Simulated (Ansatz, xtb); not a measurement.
**Relative energy of two isomers of C5H7F**

Structure a is `C=C[C@@H]1C[C@H]1F`, a singlet and structure b is `C=CC1(F)CC1`, a singlet. Both are isolated molecules in the gas phase, relaxed with B3LYP-D3(BJ)/def2-SVP; each stands in its lowest conformer found.

Energies in hartree; the thermal terms are from GFN2-xTB frequencies at re-optimised GFN2-xTB minima (ideal gas, soft modes damped towards free rotors, one conformer each, 298.15 K, 1 atm) and include the zero-point energy:

```
                              a           b
E, CCSD(T)/def2-SVP  −293.507868  −293.512284
    E, MP2/def2-SVP  −293.425497  −293.429925
  E, MP2/def2-TZVPP  −293.971577  −293.975290
  zero-point energy     0.104272     0.104057
       H(298 K) − E     0.111414     0.111168
       G(298 K) − E     0.074373     0.074469
```

Question: Correct the CCSD(T) difference for the basis set by the MP2 change, then work out ΔE, ΔE₀, ΔH and ΔG for a → b in kcal/mol (1 Eh = 627.51 kcal/mol) and the equilibrium ratio [b]/[a].

Answer: 1. Differences b − a: CCSD(T) −0.004416, MP2 in the small set −0.004428, MP2 in the large set −0.003713 Eh.
2. ΔE = −0.004416 + (−0.003713 − (−0.004428)) = −0.003701 Eh = −2.32 kcal/mol.
3. ΔE₀ = ΔE + ΔZPE = −0.003701 + (−0.000215) Eh = −2.46 kcal/mol.
4. ΔH = ΔE + (−0.000246) Eh = −2.48 kcal/mol.
5. ΔG = ΔE + (+0.000096) Eh = −2.26 kcal/mol, so ΔS = (ΔH − ΔG)/T = −3.0 J/(mol K).
6. kT = 0.9442 mEh, so K = [b]/[a] = exp(−ΔG/kT) = exp(+3.82) ≈ 46.

Structure b is favoured at this temperature. An error of 1 kcal/mol in ΔG would change K by a factor of 5.4. GFN2-xTB found them nearly level. Mirror images and further conformers aren't counted.

As drawn, both hold the same kinds of bond in the same numbers.

Other levels gave ΔE = 0.0 (GFN2-xTB); −1.2 (HF/STO-3G, GFN2-xTB geometries); −3.4 (r2SCAN-D4/def2-SVP, GFN2-xTB geometries); −2.6 (B3LYP-D3(BJ)/def2-SVP); −2.1 (HF/def2-SVP); −2.8 (MP2/def2-SVP); −2.8 (CCSD(T)/def2-SVP) kcal/mol. The correlated steps freeze 6 core orbitals. Programs: Ansatz 0.2.0, xtb 6.7.1.
